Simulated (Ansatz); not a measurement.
**Cohesive energy of some elemental solids other than molecular ones**

Method: r²SCAN (Ansatz, a first-principles code, plane waves, PAW). References are measured values corrected to a static lattice or taken at low temperature (these still hold zero-point motion). The table is a random draw of 14 from 33 solids with such references.

Values in eV/atom.

```json
[
 {"solid": "fcc Rh", "reference": "5.78", "r²SCAN": "5.44", "error (eV/atom)": "-0.34"},
 {"solid": "hcp Zr", "reference": "6.32", "r²SCAN": "5.68", "error (eV/atom)": "-0.64"},
 {"solid": "fcc Cu", "reference": "3.52", "r²SCAN": "3.89", "error (eV/atom)": "+0.37"},
 {"solid": "hcp Zn", "reference": "1.38", "r²SCAN": "1.47", "error (eV/atom)": "+0.09"},
 {"solid": "diamond-structure Ge", "reference": "3.92", "r²SCAN": "3.88", "error (eV/atom)": "-0.04"},
 {"solid": "bcc Na", "reference": "1.12", "r²SCAN": "1.08", "error (eV/atom)": "-0.04"},
 {"solid": "bcc Rb", "reference": "0.86", "r²SCAN": "0.75", "error (eV/atom)": "-0.11"},
 {"solid": "bcc K", "reference": "0.94", "r²SCAN": "0.85", "error (eV/atom)": "-0.09"},
 {"solid": "fcc Ag", "reference": "2.97", "r²SCAN": "2.87", "error (eV/atom)": "-0.10"},
 {"solid": "antiferromagnetic bcc Cr", "reference": "4.15", "r²SCAN": "3.49", "error (eV/atom)": "-0.66"},
 {"solid": "hcp Co", "reference": "4.47", "r²SCAN": "4.70", "error (eV/atom)": "+0.23"},
 {"solid": "hcp Sc", "reference": "3.93", "r²SCAN": "3.99", "error (eV/atom)": "+0.06"},
 {"solid": "diamond", "reference": "7.55", "r²SCAN": "7.50", "error (eV/atom)": "-0.05"},
 {"solid": "fcc Al", "reference": "3.43", "r²SCAN": "3.59", "error (eV/atom)": "+0.16"}
]
```

Over these 14 solids the mean error is -0.08 eV/atom, the mean absolute error 0.21 eV/atom (median 0.11 eV/atom), and the worst case antiferromagnetic bcc Cr at -0.66 eV/atom; the value is below the reference in 9 of 14 cases. Over all 33 the mean error is -0.12 eV/atom and the mean absolute error 0.28 eV/atom (median 0.16 eV/atom).

All these references are brought to a static lattice.

Differences are worked out from the printed values.

Free atoms are spin-polarised, in the lowest state found; at levels without +SOC their spin–orbit coupling is left out. Each level is taken at its own relaxed cell. Caveats: the commensurate order stands in for chromium's spin-density wave, and the size of the moments varies much between levels (antiferromagnetic bcc Cr). Ansatz's density-functional and Hartree–Fock values are scalar-relativistic unless marked +SOC, with PAW data made under PBE.

Ansatz's runs of these crystals have no spin polarisation, but for antiferromagnetic bcc Cr, hcp Co. A magnetic state wasn't tried for fcc Rh, hcp Sc with meta-GGA or hybrid levels, which favour moments.

Density-functional runs with spin start from opposed moments for antiferromagnetic bcc Cr, parallel moments for hcp Co.

Not in this set, of the elemental solids other than molecular ones with a reference value in our tables and a result at some level: 14 for spin–orbit terms of free atoms that are large (Br, In, Sn, Te, I, elements past barium) (fcc Au, hcp Hf, body-centred tetragonal In, fcc Ir, hcp Lu and 9 more); 1 for a doubt noted on the run at r²SCAN (double-hcp La); 1 for sources at odds (hcp Tc). These can be a level's worst cases. Values held back for tests aren't counted. Layered and molecular crystals are counted apart. The metals Ce to Yb are counted apart.

References as tabulated in Mejia-Rodriguez and Trickey (2018), arXiv:1807.09216; Jana et al. (2018), arXiv:1807.00350; Csonka et al. (2009), arXiv:0903.4037; Harl et al. (2010), doi:10.1103/physrevb.81.115126 and others.
